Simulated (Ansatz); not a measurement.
## Worked example: a bond strength in CH4FSi (SMILES C[SiH]F)

CH4FSi: 7 atoms, total charge 0, spin state doublet. SMILES: `C[SiH]F`. Geometry: optimised at wB97X-V/def2-SVP.

```xyz
7

C    -0.6533    0.3916   -0.3022
Si    0.9278   -0.5987   -0.1079
F     0.6407   -1.8362    0.9242
H    -1.4565   -0.2072   -0.7601
H    -0.4730    1.2742   -0.9383
H    -1.0011    0.7394    0.6864
H     2.0157    0.2369    0.4980
```

Wanted: the dissociation energy of the F3–Si2 bond into doublet F and singlet CH4Si (shapes relaxed at wB97X-V/def2-SVP, no zero-point term). 1 Eh = 2625.50 kJ/mol = 27.2114 eV. Totals in Eh; open shells run unrestricted unless said.

| level | program | CH4FSi | doublet F | singlet CH4Si |
| --- | --- | --- | --- | --- |
| USVWN5/def2-TZVP | Ansatz | -427.749997 | -99.107405 | -328.401992 |
| UB3LYP/def2-TZVP | Ansatz | -429.960252 | -99.770147 | -329.986312 |
| U-wB97M-V/def2-TZVP | Ansatz | -429.855582 | -99.745271 | -329.908343 |

Problem. Work out the dissociation energy at each level.

Solution. 
1. USVWN5/def2-TZVP: (-99.107405) + (-328.401992) − (-427.749997) = 0.240600 Eh = 631.7 kJ/mol = 6.55 eV.
2. UB3LYP/def2-TZVP: (-99.770147) + (-329.986312) − (-429.960252) = 0.203793 Eh = 535.1 kJ/mol = 5.55 eV.
3. U-wB97M-V/def2-TZVP: (-99.745271) + (-329.908343) − (-429.855582) = 0.201968 Eh = 530.3 kJ/mol = 5.50 eV.

The levels span 530 to 632 kJ/mol; no measured value is set beside them. A fragment with an even electron count was run as a singlet and may have a lower triplet. A bond enthalpy at 298 K also holds the loss of zero-point energy and thermal terms.
